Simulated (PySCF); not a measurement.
Compound: vinylene carbonate, C3H2O3.
Atom-mapped SMILES: `[O:1]=[c:2]1[o:3][cH:4][cH:5][o:6]1` (hydrogens: H7 on C4; H8 on C5)

A GFN2-xTB structure was refined with PBE0-D3(BJ)/def2-TZVP geometry optimisation, gas phase in PySCF. Its GFN2-xTB values:

| coordinate | GFN2-xTB |
| --- | --- |
| O1=C2 | 1.212 Å |
| C2–O3 | 1.367 Å |
| O3–C4 | 1.313 Å |
| C4–C5 | 1.344 Å |
| C4–H7 | 1.083 Å |
| O1–C2–O3 | 127.2° |
| C2–O3–C4 | 107.1° |
| O3–C2–O6 | 107.9° |
| O3–C4–C5 | 110.6° |

Q: How do these coordinates change at the PBE0-D3(BJ)/def2-TZVP level?

A: 
```csv
coordinate,PBE0-D3(BJ)/def2-TZVP (Å or °),change
O3–C4,1.372,+0.059
O1=C2,1.183,-0.029
C4–C5,1.324,-0.020
C4–H7,1.075,-0.008
C2–O3,1.360,-0.007
O3–C4–C5,108.6,-2.0
O1–C2–O3,126.1,-1.1
C2–O3–C4,107.5,+0.4
O3–C2–O6,107.8,-0.1
```

The energy falls by 14.0 kJ/mol over 9 energy and gradient evaluations, the largest force component goes from 0.0571 to 2.5e-04 Eh/bohr, and the atoms move by 0.021 Å rms after alignment. The bond that changes most is O3–C4 (ring oxygen to unsaturated ring CH carbon), which lengthens by 0.059 Å. Bonds longer at the end by more than 0.005 Å: 4 of 8; shorter: 4. Rotational constants go from 9484, 4257, 2938 to 9508, 4227, 2926 MHz.

The run used 198 basis functions and 70 SCF cycles in all.

PBE0-D3(BJ)/def2-TZVP frequencies: not computed here.
